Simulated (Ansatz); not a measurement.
We consider hcp Zr, described by PBE-D3(BJ) in Ansatz (plane waves, PAW).

Numerical settings: plane-wave cutoff 520 eV, 24×24×12 k mesh (along the axes of the cell as run), Fermi–Dirac smearing 0.037 eV (set by the program), scalar-relativistic PAW data made under PBE.

Cell (relaxed at this level):

```cif
data_Zr2
_chemical_formula_sum 'Zr2'
_space_group_name_H-M_alt 'P 1'
_space_group_IT_number 1
_cell_length_a 3.18475
_cell_length_b 3.18475
_cell_length_c 5.11107
_cell_angle_alpha 90.000
_cell_angle_beta 90.000
_cell_angle_gamma 120.000
loop_
_space_group_symop_operation_xyz
  'x, y, z'
loop_
_atom_site_label
_atom_site_type_symbol
_atom_site_fract_x
_atom_site_fract_y
_atom_site_fract_z
_atom_site_occupancy
Zr1 Zr 0.66667 0.33333 0.75000 1
Zr2 Zr 0.33333 0.66667 0.25000 1
```

**Question.** Predict the Young modulus, Voigt–Reuss–Hill bulk modulus, elastic constant C44, Poisson ratio, elastic constant C66, elastic constant C11, elastic constant C12, elastic constant C13 and elastic constant C33.

**Answer.** 
Young modulus: 91.5 GPa
Voigt–Reuss–Hill bulk modulus: 98.3 GPa
elastic constant C44: 24.0 GPa
Poisson ratio: 0.345
elastic constant C66: 40.8 GPa
elastic constant C11: 149 GPa
elastic constant C12: 67.5 GPa
elastic constant C13: 70.0 GPa
elastic constant C33: 174 GPa

Measured, for comparison: elastic constant C44 36.3 GPa, elastic constant C11 155 GPa, elastic constant C12 67.2 GPa, elastic constant C13 64.6 GPa, elastic constant C33 172 GPa (4 K, zero-point motion not removed; as tabulated in Clouet (2012), arXiv:1210.1082). Computed (rounded) less measured: elastic constant C44 -34 %, elastic constant C11 -4 %, elastic constant C12 +0.4 %, elastic constant C13 +8 %, elastic constant C33 +1 %.

Note: the dispersion coefficients are held fixed in the derivatives.

Elastic constants are with the ions relaxed.

The computed numbers hold no vibrational or temperature effects.

The result took roughly 40 core-minutes.

Ansatz is a quantum-chemistry and plane-wave program.
